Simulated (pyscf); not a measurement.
Thermochemistry of product channels of HO–SiH₂–O–SiH₂–OH on the singlet surface, in kJ/mol, from ωB97M-D3(BJ)/def2-TZVP energies (ideal gas, 1 atm, RRHO with modes under 100 cm⁻¹ raised to 100, one conformer, R ln 2 for chiral ones without a mode under 150 cm⁻¹). PySCF, gas phase, ωB97X-D3(BJ)/def2-SVP geometries.

```csv
products,ΔE,ΔH(298 K),ΔG(900 K),ΔG(1200 K)
HO–SiH(OH)–O–SiH₃,-8.7,-11.1,-28.7,…
H₂O + HO–SiH₂–O–SiH: [singlet],+299.2,+293.6,+146.7,+99.8
O=SiH–O–SiH₂–OH + H₂,…,+156.5,+52.2,+17.4
cyclic H₄O₃Si₂ (SMILES O[SiH]1O[SiH2]O1) + H₂,+22.8,+4.1,-86.8,…
HO–SiH₂–OH + O=SiH₂,+314.8,+303.9,+157.9,+111.8
```

Question: Some entries are withheld; supply them.

Answer: 
- HO–SiH(OH)–O–SiH₃, ΔG(1200 K): -35.2
- O=SiH–O–SiH₂–OH + H₂, ΔE: +176.0
- cyclic H₄O₃Si₂ (SMILES O[SiH]1O[SiH2]O1) + H₂, ΔG(1200 K): -117.2

These are energies of the channels, which say nothing of barriers.
